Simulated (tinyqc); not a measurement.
MP2 on RHF in the sto-3g basis, for H2F+, spin multiplicity 1, step by step (part 1 of 2). Computed by tinyqc, a small Python program that keeps every step (integrals from PySCF). Settings: charge = 1, multiplicity = 1, basis = sto-3g, method = RHF, energy threshold = 1e-10, iteration cap = 80, orthogonalisation = canonical, start = atomic densities, DIIS depth = 6. Command: `OMP_NUM_THREADS=1 python tinyqc.py 26007 26008 out.jsonl` (the two numbers bound the seeds that draw the settings). One thread of a shared host (Intel(R) Xeon(R) Processor @ 2.60GHz), about 0.2 s of CPU time with the checks. The early iterations of the SCF are left out here.

## One-electron integrals

Geometry (angstrom):
```
atom         x          y         z
F     0.000000   0.000000  0.000000
H     0.000000   0.738000  0.487000
H     0.000000  -0.738000  0.487000
```

Basis sto-3g: exponents (1/bohr^2) and contraction coefficients of normalised primitives:
```
element  l (shell)    exponent  coefficient
F            s (1)  166.679130     0.154329
F            s (1)   30.360812     0.535328
F            s (1)    8.216821     0.444635
F            s (2)    6.464803    -0.099967
F            s (2)    1.502281     0.399513
F            s (2)    0.488588     0.700115
F            p (3)    6.464803     0.155916
F            p (3)    1.502281     0.607684
F            p (3)    0.488588     0.391957
H            s (1)    3.425251     0.154329
H            s (1)    0.623914     0.535328
H            s (1)    0.168855     0.444635
```

Overlap, kinetic and nuclear-attraction integrals over the contracted functions; the nuclear repulsion is the sum of Za Zb / Rab.

nuclear repulsion = 11.13116232 hartree

overlap S, order 1F 1s, 1F 2s, 1F 2px, 1F 2py, 1F 2pz, 2H 1s, 3H 1s:
```
[[1.000000, 0.237990, 0.000000, 0.000000, 0.000000, 0.053469, 0.053469],
 [0.237990, 1.000000, 0.000000, 0.000000, 0.000000, 0.471170, 0.471170],
 [0.000000, 0.000000, 1.000000, 0.000000, 0.000000, 0.000000, 0.000000],
 [0.000000, 0.000000, 0.000000, 1.000000, 0.000000, 0.300729, -0.300729],
 [0.000000, 0.000000, 0.000000, 0.000000, 1.000000, 0.198448, 0.198448],
 [0.053469, 0.471170, 0.000000, 0.300729, 0.198448, 1.000000, 0.265731],
 [0.053469, 0.471170, 0.000000, -0.300729, 0.198448, 0.265731, 1.000000]]
```

kinetic energy T (hartree), order 1F 1s, 1F 2s, 1F 2px, 1F 2py, 1F 2pz, 2H 1s, 3H 1s:
```
[[36.984577, -0.212858, 0.000000, 0.000000, 0.000000, 0.002927, 0.002927],
 [-0.212858, 1.037995, 0.000000, 0.000000, 0.000000, 0.147052, 0.147052],
 [0.000000, 0.000000, 3.248015, 0.000000, 0.000000, 0.000000, 0.000000],
 [0.000000, 0.000000, 0.000000, 3.248015, 0.000000, 0.251576, -0.251576],
 [0.000000, 0.000000, 0.000000, 0.000000, 3.248015, 0.166013, 0.166013],
 [0.002927, 0.147052, 0.000000, 0.251576, 0.166013, 0.760032, 0.011767],
 [0.002927, 0.147052, 0.000000, -0.251576, 0.166013, 0.011767, 0.760032]]
```

nuclear attraction V (hartree), order 1F 1s, 1F 2s, 1F 2px, 1F 2py, 1F 2pz, 2H 1s, 3H 1s:
```
[[-78.206540, -9.461673, 0.000000, 0.000000, -0.017839, -2.192410, -2.192410],
 [-9.461673, -12.726252, 0.000000, 0.000000, -0.211134, -4.717499, -4.717499],
 [0.000000, 0.000000, -12.547835, 0.000000, 0.000000, 0.000000, 0.000000],
 [0.000000, 0.000000, 0.000000, -12.725640, 0.000000, -2.637185, 2.637185],
 [-0.017839, -0.211134, 0.000000, 0.000000, -12.625262, -1.809516, -1.809516],
 [-2.192410, -4.717499, 0.000000, -2.637185, -1.809516, -6.709114, -1.994785],
 [-2.192410, -4.717499, 0.000000, 2.637185, -1.809516, -1.994785, -6.709114]]
```

core Hamiltonian H = T + V (hartree), order 1F 1s, 1F 2s, 1F 2px, 1F 2py, 1F 2pz, 2H 1s, 3H 1s:
```
[[-41.221963, -9.674531, 0.000000, 0.000000, -0.017839, -2.189483, -2.189483],
 [-9.674531, -11.688256, 0.000000, 0.000000, -0.211134, -4.570447, -4.570447],
 [0.000000, 0.000000, -9.299821, 0.000000, 0.000000, 0.000000, 0.000000],
 [0.000000, 0.000000, 0.000000, -9.477625, 0.000000, -2.385609, 2.385609],
 [-0.017839, -0.211134, 0.000000, 0.000000, -9.377247, -1.643504, -1.643504],
 [-2.189483, -4.570447, 0.000000, -2.385609, -1.643504, -5.949082, -1.983018],
 [-2.189483, -4.570447, 0.000000, 2.385609, -1.643504, -1.983018, -5.949082]]
```

## Two-electron integrals

Functions are numbered as in S; the eight-fold symmetry (ij|kl) = (ji|kl) = (kl|ij) leaves the list below.

Two-electron integrals (ij|kl) in chemists' order, unique and non-zero (hartree):
```
(11|11) 5.403501    (21|11) 0.841920    (21|21) 0.156299    (22|11) 1.268028
(22|21) 0.292344    (22|22) 0.926167    (31|31) 0.027998    (32|31) 0.043169
(32|32) 0.204588    (33|11) 1.264502    (33|21) 0.292403    (33|22) 0.925959
(33|33) 0.997514    (41|41) 0.027998    (42|41) 0.043169    (42|42) 0.204588
(43|43) 0.053770    (44|11) 1.264502    (44|21) 0.292403    (44|22) 0.925959
(44|33) 0.889973    (44|44) 0.997514    (51|51) 0.027998    (52|51) 0.043169
(52|52) 0.204588    (53|53) 0.053770    (54|54) 0.053770    (55|11) 1.264502
(55|21) 0.292403    (55|22) 0.925959    (55|33) 0.889973    (55|44) 0.889973
(55|55) 0.997514    (61|11) 0.192547    (61|21) 0.035407    (61|22) 0.065682
(61|33) 0.065587    (61|41) 0.001194    (61|42) 0.002226    (61|44) 0.065791
(61|51) 0.000788    (61|52) 0.001469    (61|54) 0.000135    (61|55) 0.065676
(61|61) 0.008102    (62|11) 0.449406    (62|21) 0.104838    (62|22) 0.366201
(62|33) 0.361127    (62|41) 0.005886    (62|42) 0.044450    (62|44) 0.371493
(62|51) 0.003884    (62|52) 0.029332    (62|54) 0.006840    (62|55) 0.365641
(62|61) 0.024028    (62|62) 0.172679    (63|31) 0.011429    (63|32) 0.065992
(63|43) 0.009530    (63|53) 0.006289    (63|63) 0.026672    (64|11) 0.240957
(64|21) 0.056979    (64|22) 0.213227    (64|33) 0.203866    (64|41) 0.014261
(64|42) 0.090916    (64|44) 0.229046    (64|51) 0.001869    (64|52) 0.016447
(64|54) 0.010327    (64|55) 0.206531    (64|61) 0.013653    (64|62) 0.123201
(64|64) 0.114025    (65|11) 0.159006    (65|21) 0.037600    (65|22) 0.140706
(65|33) 0.134530    (65|41) 0.001869    (65|42) 0.016447    (65|44) 0.138567
(65|51) 0.012662    (65|52) 0.076845    (65|54) 0.012195    (65|55) 0.148866
(65|61) 0.009010    (65|62) 0.081299    (65|64) 0.057643    (65|65) 0.064710
(66|11) 0.568674    (66|21) 0.134837    (66|22) 0.539785    (66|33) 0.520721
(66|41) 0.010348    (66|42) 0.107032    (66|44) 0.560120    (66|51) 0.006829
(66|52) 0.070630    (66|54) 0.025999    (66|55) 0.537878    (66|61) 0.031157
(66|62) 0.313180    (66|64) 0.259556    (66|65) 0.171279    (66|66) 0.774606
(71|11) 0.192547    (71|21) 0.035407    (71|22) 0.065682    (71|33) 0.065587
(71|41) -0.001194   (71|42) -0.002226   (71|44) 0.065791    (71|51) 0.000788
(71|52) 0.001469    (71|54) -0.000135   (71|55) 0.065676    (71|61) 0.007995
(71|62) 0.023371    (71|64) 0.012112    (71|65) 0.008767    (71|66) 0.029960
(71|71) 0.008102    (72|11) 0.449406    (72|21) 0.104838    (72|22) 0.366201
(72|33) 0.361127    (72|41) -0.005886   (72|42) -0.044450   (72|44) 0.371493
(72|51) 0.003884    (72|52) 0.029332    (72|54) -0.006840   (72|55) 0.365641
(72|61) 0.023371    (72|62) 0.144064    (72|64) 0.069934    (72|65) 0.065862
(72|66) 0.217909    (72|71) 0.024028    (72|72) 0.172679    (73|31) 0.011429
(73|32) 0.065992    (73|43) -0.009530   (73|53) 0.006289    (73|63) 0.021639
(73|73) 0.026672    (74|11) -0.240957   (74|21) -0.056979   (74|22) -0.213227
(74|33) -0.203866   (74|41) 0.014261    (74|42) 0.090916    (74|44) -0.229046
(74|51) -0.001869   (74|52) -0.016447   (74|54) 0.010327    (74|55) -0.206531
(74|61) -0.012112   (74|62) -0.069934   (74|64) -0.012513   (74|65) -0.031215
(74|66) -0.091955   (74|71) -0.013653   (74|72) -0.123201   (74|74) 0.114025
(75|11) 0.159006    (75|21) 0.037600    (75|22) 0.140706    (75|33) 0.134530
(75|41) -0.001869   (75|42) -0.016447   (75|44) 0.138567    (75|51) 0.012662
(75|52) 0.076845    (75|54) -0.012195   (75|55) 0.148866    (75|61) 0.008767
(75|62) 0.065862    (75|64) 0.031215    (75|65) 0.051381    (75|66) 0.110773
(75|71) 0.009010    (75|72) 0.081299    (75|74) -0.057643   (75|75) 0.064710
(76|11) 0.182187    (76|21) 0.042893    (76|22) 0.162712    (76|33) 0.159813
(76|44) 0.162917    (76|51) 0.002569    (76|52) 0.023124    (76|55) 0.165235
(76|61) 0.009731    (76|62) 0.076069    (76|64) 0.046925    (76|65) 0.040802
(76|66) 0.143462    (76|71) 0.009731    (76|72) 0.076069    (76|74) -0.046925
(76|75) 0.040802    (76|76) 0.040294    (77|11) 0.568674    (77|21) 0.134837
(77|22) 0.539785    (77|33) 0.520721    (77|41) -0.010348   (77|42) -0.107032
(77|44) 0.560120    (77|51) 0.006829    (77|52) 0.070630    (77|54) -0.025999
(77|55) 0.537878    (77|61) 0.029960    (77|62) 0.217909    (77|64) 0.091955
(77|65) 0.110773    (77|66) 0.350835    (77|71) 0.031157    (77|72) 0.313180
(77|74) -0.259556   (77|75) 0.171279    (77|76) 0.143462    (77|77) 0.774606
```

## Orthogonalisation

S = U s U^T; canonical form X = U s^(-1/2), so that X^T S X = 1. Each column of U has its largest component positive (the first on a tie).

eigenvalues of S: [0.373145, 0.421569, 0.901374, 1.000000, 1.079112, 1.312700, 1.912101]

X, order 1F 1s, 1F 2s, 1F 2px, 1F 2py, 1F 2pz, 2H 1s, 3H 1s:
```
[[-0.328011, 0.000000, 0.749230, 0.000000, -0.614026, 0.000000, 0.156807],
 [1.179217, 0.000000, -0.236594, 0.000000, -0.263840, 0.000000, 0.431214],
 [0.000000, 0.000000, 0.000000, 1.000000, 0.000000, 0.000000, 0.000000],
 [0.000000, 0.912345, 0.000000, 0.000000, 0.000000, 0.703189, 0.000000],
 [0.444214, 0.000000, 0.661817, 0.000000, 0.666867, 0.000000, 0.164387],
 [-0.701588, -0.877417, -0.164457, 0.000000, 0.132923, 0.365591, 0.377775],
 [-0.701588, 0.877417, -0.164457, 0.000000, 0.132923, -0.365591, 0.377775]]
```

## Starting guess

The start is atomic minimal-basis densities projected into this basis (PySCF's MINAO start) and scaled to the electron count of each spin; this density is not idempotent, so its energy is not variational and may lie below the converged one.

D at the start, order 1F 1s, 1F 2s, 1F 2px, 1F 2py, 1F 2pz, 2H 1s, 3H 1s:
```
[[1.954757, -0.450186, 0.000000, 0.000000, 0.015477, -0.012436, -0.012436],
 [-0.450186, 1.913477, 0.000000, 0.000000, -0.089800, 0.018790, 0.018790],
 [0.000000, 0.000000, 1.484859, 0.000000, 0.000000, 0.000000, 0.000000],
 [0.000000, 0.000000, 0.000000, 1.285814, 0.000000, 0.154046, -0.154046],
 [0.015477, -0.089800, 0.000000, 0.000000, 1.418909, 0.063209, 0.063209],
 [-0.012436, 0.018790, 0.000000, 0.154046, 0.063209, 0.927597, 0.062160],
 [-0.012436, 0.018790, 0.000000, -0.154046, 0.063209, 0.062160, 0.927597]]
```

## Iteration 8 (converged): orbitals

converged F (hartree), order 1F 1s, 1F 2s, 1F 2px, 1F 2py, 1F 2pz, 2H 1s, 3H 1s:
```
[[-26.661984, -6.801314, 0.000000, 0.000000, -0.026200, -1.548630, -1.548630],
 [-6.801314, -3.713548, 0.000000, 0.000000, -0.158788, -1.493357, -1.493357],
 [0.000000, 0.000000, -1.090968, 0.000000, 0.000000, 0.000000, 0.000000],
 [0.000000, 0.000000, 0.000000, -1.107221, 0.000000, -0.601810, 0.601810],
 [-0.026200, -0.158788, 0.000000, 0.000000, -1.100701, -0.467982, -0.467982],
 [-1.548630, -1.493357, 0.000000, -0.601810, -0.467982, -1.048719, -0.564035],
 [-1.548630, -1.493357, 0.000000, 0.601810, -0.467982, -0.564035, -1.048719]]
```

Diagonalise F' = X^T F X, C = X C', fill 5 alpha and 5 beta electrons from the bottom; D = 2 C_occ C_occ^T. Each column has its largest component positive (the first on a tie).

F' = X^T F X (hartree):
```
[[-0.634805, 0.000000, 2.292969, 0.000000, -1.834763, 0.000000, 0.148783],
 [0.000000, 0.259113, 0.000000, 0.000000, 0.000000, -0.058229, 0.000000],
 [2.292969, 0.000000, -12.574245, 0.000000, 11.388832, 0.000000, -5.189698],
 [0.000000, 0.000000, 0.000000, -1.090968, 0.000000, 0.000000, 0.000000],
 [-1.834763, 0.000000, 11.388832, 0.000000, -12.434503, 0.000000, 5.274455],
 [0.000000, -0.058229, 0.000000, 0.000000, 0.000000, -1.295909, 0.000000],
 [0.148783, 0.000000, -5.189698, 0.000000, 5.274455, 0.000000, -4.236076]]
```

orbital energies (hartree): [-26.672042, -2.144595, -1.298086, -1.132665, -1.090968, 0.069674, 0.261291]

coefficients C, order 1F 1s, 1F 2s, 1F 2px, 1F 2py, 1F 2pz, 2H 1s, 3H 1s:
```
[[0.994481, -0.246971, 0.000000, 0.073810, 0.000000, -0.122952, 0.000000],
 [0.024665, 0.921801, 0.000000, -0.372164, 0.000000, 0.844545, 0.000000],
 [0.000000, 0.000000, 0.000000, 0.000000, 1.000000, 0.000000, 0.000000],
 [0.000000, 0.000000, 0.736790, 0.000000, 0.000000, 0.000000, -0.885431],
 [0.003125, 0.141165, 0.000000, 0.887438, 0.000000, 0.547339, 0.000000],
 [-0.005176, 0.088010, 0.332549, 0.175833, 0.000000, -0.800602, 0.890465],
 [-0.005176, 0.088010, -0.332549, 0.175833, 0.000000, -0.800602, -0.890465]]
```

D after iteration 8, order 1F 1s, 1F 2s, 1F 2px, 1F 2py, 1F 2pz, 2H 1s, 3H 1s:
```
[[2.110872, -0.461198, 0.000000, 0.000000, 0.067493, -0.027810, -0.027810],
 [-0.461198, 1.977662, 0.000000, 0.000000, -0.400139, 0.031123, 0.031123],
 [0.000000, 0.000000, 2.000000, 0.000000, 0.000000, 0.000000, 0.000000],
 [0.000000, 0.000000, 0.000000, 1.085719, 0.000000, 0.490038, -0.490038],
 [0.067493, -0.400139, 0.000000, 0.000000, 1.614967, 0.336897, 0.336897],
 [-0.027810, 0.031123, 0.000000, 0.490038, 0.336897, 0.298557, -0.143798],
 [-0.027810, 0.031123, 0.000000, -0.490038, 0.336897, -0.143798, 0.298557]]
```

## Convergence

Stop when the energy changes by less than 1e-10 hartree and every element of the error matrix X^T (F D S - S D F) X is below 3e-06.

Course of the cycle:
```
iteration   E (hartree)     change  largest element of the error matrix
1          -94.34995368          -                             1.66e+00
2          -98.77515824  -4.43e+00                             3.82e-01
3          -98.84229371  -6.71e-02                             2.63e-02
4          -98.84284408  -5.50e-04                             6.68e-03
5          -98.84286475  -2.07e-05                             1.05e-04
6          -98.84286476  -8.30e-09                             2.04e-05
7          -98.84286476  -7.77e-10                             3.54e-07
8          -98.84286476  -2.70e-13                             3.60e-09
```

PySCF RHF in the same basis = -98.84286476 hartree

Converged in 8 iterations.

## Populations, bond orders and dipole

Mulliken: Z minus the diagonal of D S on the atom; Loewdin: the same with S^(1/2) D S^(1/2); Mayer order: 2 sum_s sum (D(s) S)_ij (D(s) S)_ji over the two atoms.

Charges (e):
```
atom   Mulliken   Loewdin
1F    -0.024504  0.189901
2H     0.512252  0.405049
3H     0.512252  0.405049
```

Mayer bond orders:
```
pair     order
2-1   0.720228
3-1   0.720228
3-2   0.017370
```

dipole moment about the origin, x y z (debye): [0.000000, 0.000000, 2.757957]

## Integrals over molecular orbitals

(pq|rs) = sum C_ip C_jq C_kr C_ls (ij|kl), one index at a time.

one-electron integrals over orbitals h = C^T H C (hartree):
```
[[-41.203101, 0.684515, 0.000000, -0.195197, 0.000000, 0.327533, 0.000000],
 [0.684515, -9.778984, 0.000000, 0.276840, 0.000000, -1.511170, 0.000000],
 [0.000000, 0.000000, -8.360298, 0.000000, 0.000000, 0.000000, 2.108651],
 [-0.195197, 0.276840, 0.000000, -8.993467, 0.000000, -1.142046, 0.000000],
 [0.000000, 0.000000, 0.000000, 0.000000, -9.299821, 0.000000, 0.000000],
 [0.327533, -1.511170, 0.000000, -1.142046, 0.000000, -5.741339, 0.000000],
 [0.000000, 0.000000, 2.108651, 0.000000, 0.000000, 0.000000, -6.196265]]
```

Two-electron integrals over orbitals (pq|rs), unique and non-zero (hartree):
```
(11|11) 5.360537    (21|11) -0.496836   (21|21) 0.073504    (22|11) 1.196811
(22|21) -0.017721   (22|22) 0.864252    (31|31) 0.017406    (32|31) 0.026193
(32|32) 0.165229    (33|11) 1.007794    (33|21) -0.007850   (33|22) 0.775537
(33|33) 0.765160    (41|11) 0.147796    (41|21) -0.017763   (41|22) 0.017348
(41|33) 0.005565    (41|41) 0.030333    (42|11) -0.082091   (42|21) 0.009340
(42|22) 0.022767    (42|33) -0.002476   (42|41) 0.029828    (42|42) 0.155173
(43|31) -0.004610   (43|32) 0.001275    (43|43) 0.047613    (44|11) 1.192116
(44|21) -0.015915   (44|22) 0.821651    (44|33) 0.737382    (44|41) -0.012954
(44|42) -0.094743   (44|44) 0.940524    (51|51) 0.029665    (52|51) 0.038746
(52|52) 0.178448    (53|53) 0.039643    (54|51) -0.010896   (54|52) -0.038040
(54|54) 0.058696    (55|11) 1.263994    (55|21) -0.013830   (55|22) 0.877246
(55|33) 0.762759    (55|41) 0.004182    (55|42) -0.045129   (55|44) 0.854897
(55|55) 0.997514    (61|11) -0.249380   (61|21) 0.039072    (61|22) -0.003966
(61|33) -0.002905   (61|41) 0.002319    (61|42) 0.018678    (61|44) -0.015672
(61|55) -0.006677   (61|61) 0.026103    (62|11) 0.326602    (62|21) -0.008273
(62|22) 0.157976    (62|33) 0.099687    (62|41) 0.017660    (62|42) 0.033753
(62|44) 0.120582    (62|55) 0.165724    (62|61) 0.002580    (62|62) 0.085935
(63|31) 0.004596    (63|32) -0.027372   (63|43) -0.014239   (63|63) 0.064081
(64|11) 0.221015    (64|21) -0.002005   (64|22) 0.113750    (64|33) 0.069551
(64|41) 0.007370    (64|42) 0.000860    (64|44) 0.124470    (64|55) 0.116378
(64|61) 0.002030    (64|62) 0.059275    (64|64) 0.055447    (65|51) 0.016022
(65|52) 0.059435    (65|54) 0.001978    (65|65) 0.030419    (66|11) 0.734057
(66|21) -0.005696   (66|22) 0.602777    (66|33) 0.577977    (66|41) 0.018272
(66|42) 0.071431    (66|44) 0.550514    (66|55) 0.571174    (66|61) 0.004456
(66|62) 0.061341    (66|64) 0.030642    (66|66) 0.557206    (71|31) -0.018263
(71|32) -0.025904   (71|43) 0.004986    (71|63) -0.004479   (71|71) 0.019197
(72|31) -0.016854   (72|32) -0.054506   (72|43) 0.026953    (72|63) -0.031407
(72|71) 0.016882    (72|72) 0.053761    (73|11) -0.421422   (73|21) 0.009083
(73|22) -0.186646   (73|33) -0.157751   (73|41) 0.001625    (73|42) 0.059817
(73|44) -0.204898   (73|55) -0.219400   (73|61) 0.006393    (73|62) -0.078330
(73|64) -0.067325   (73|66) -0.023585   (73|73) 0.155795    (74|31) 0.008904
(74|32) 0.061385    (74|43) -0.015858   (74|63) -0.034578   (74|71) -0.009204
(74|72) -0.012183   (74|74) 0.048599    (75|53) -0.025205   (75|75) 0.020080
(76|31) -0.011533   (76|32) -0.104827   (76|43) -0.036071   (76|63) 0.075838
(76|71) 0.011675    (76|72) -0.010115   (76|74) -0.055726   (76|76) 0.152932
(77|11) 0.844021    (77|21) -0.008555   (77|22) 0.641292    (77|33) 0.644894
(77|41) 0.003717    (77|42) 0.008711    (77|44) 0.620161    (77|55) 0.627127
(77|61) -0.003697   (77|62) 0.054726    (77|64) 0.028630    (77|66) 0.555038
(77|73) -0.075868   (77|77) 0.603714
```
